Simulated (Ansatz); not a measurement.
# SiHO radical: functionals against CCSD(T) at one geometry

The task here is to estimate one member of a computed series from the others.

Method: single points in def2-TZVPP; program: Ansatz 0.2.0, Gaussian basis.

Cores are frozen in the correlated methods. Orbitals are unrestricted.

## Starting geometry

3 atoms, charge 0, spin multiplicity 2.

Atoms are counted from 1 here; the program's logs count them from 0.

Bond lengths: O1–Si2 1.621 Å, Si2–H3 1.397 Å. Angles: O1–Si2–H3 133.2°.

As a file:

```csv
atom,x (Å),y (Å),z (Å)
O1,0.7804,1.1059,0.5183
Si2,0.2664,-0.3653,0.0724
H3,-0.8055,-0.8091,-0.7057
```

The first run:

Contents of run/in.yaml:

```yaml
crystal:
  periodic: [false, false, false]
  atoms:
    - {symbol: O, position_ang: [0.780400, 1.105900, 0.518300]}
    - {symbol: Si, position_ang: [0.266400, -0.365300, 0.072400]}
    - {symbol: H, position_ang: [-0.805500, -0.809100, -0.705700]}
basis:
  gaussian: {orbitals: def2-TZVPP}
magnetization: {spin_polarized: true, initial_magnetization: 1}
correlation: {method: ccsd_t}
scf: {omitted_lower_state_checks: [cluster_reference]}
output: {forces: true}
```

No record of the launch command was kept for these runs.

Steps of the session up to this table: CCSD(T)/def2-TZVPP; PBE0-D4/def2-TZVPP; wB97M-V/def2-TZVPP; r2SCAN-D4/def2-TZVPP; PBE-D4/def2-TZVPP; revPBE-D4/def2-TZVPP; B97M-V/def2-TZVPP.

One of the session's tables, all rows but one given; the rest of the session is left out.

| method | RMS force component (eV/Å) | angle to CCSD(T) forces (°) | dipole (D) |
| --- | --- | --- | --- |
| CCSD(T) | 2.315 | reference | 3.48 |
| PBE0-D4 | 2.624 | 2.8 | 3.72 |
| wB97M-V | ? | ? | ? |
| r2SCAN-D4 | 2.482 | 1.1 | 3.54 |
| PBE-D4 | 2.257 | 5.1 | 3.34 |
| revPBE-D4 | 2.199 | 6.5 | 3.31 |
| B97M-V | 2.564 | 2.3 | 3.44 |

Q: Estimate the row for wB97M-V from the others.

The run gave: RMS force component (eV/Å): 2.619; angle to CCSD(T) forces (°): 3.7; dipole (D): 3.83. In the column «RMS force component (eV/Å)» it lies between B97M-V (2.564) and PBE0-D4 (2.624).
